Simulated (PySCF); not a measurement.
# C3H8O (Ethane, methoxy-): the cost of one run

The runs use PySCF 2.14.0, with density-fitted response routines of our own; the level of theory stands in each step. All values are computed, except where a source is named. Atoms count from 0, in the outputs and in this text.

### Step 1. Starting geometry

12 atoms, charge 0, multiplicity 1; geometry from: MMFF94s.

Bonds of the start (Å): C0–C1 1.52, C1–O2 1.43, O2–C3 1.42, C0–H4 1.09, C0–H5 1.10, C0–H6 1.10, C1–H7 1.10, C1–H8 1.10, C3–H9 1.09, C3–H10 1.09, C3–H11 1.09.

### Step 2. Geometry optimisation at PBE0-D3(BJ)/def2-SVP

Job settings and geometry (Å):

```
{"job": {"xc": "PBE0", "basis": "def2-SVP", "d3": "d3bj", "grid": 1, "kind": "geom"}, "charge": 0, "multiplicity": 1}
C      1.782649    -0.226795    -0.192097
C      0.381879     0.350630    -0.236251
O     -0.519998    -0.610652     0.306431
C     -1.859590    -0.135890     0.297371
H      2.509492     0.480782    -0.600695
H      1.834256    -1.157791    -0.766282
H      2.066845    -0.470972     0.836841
H      0.340191     1.272108     0.354868
H      0.104162     0.575127    -1.271989
H     -2.187221     0.066987    -0.726798
H     -1.950020     0.767468     0.908263
H     -2.502646    -0.911001     0.722726
```

Run with:

```console
OMP_NUM_THREADS=1 python probes_run.py task.json out
```

One launch serves the whole session: the jobs run in the order shown.

Q: Estimate the wall time and peak memory of this first job on 1 thread of Arm Neoverse V2, shared host.

About 16 s, with a peak of 0.39 GiB.
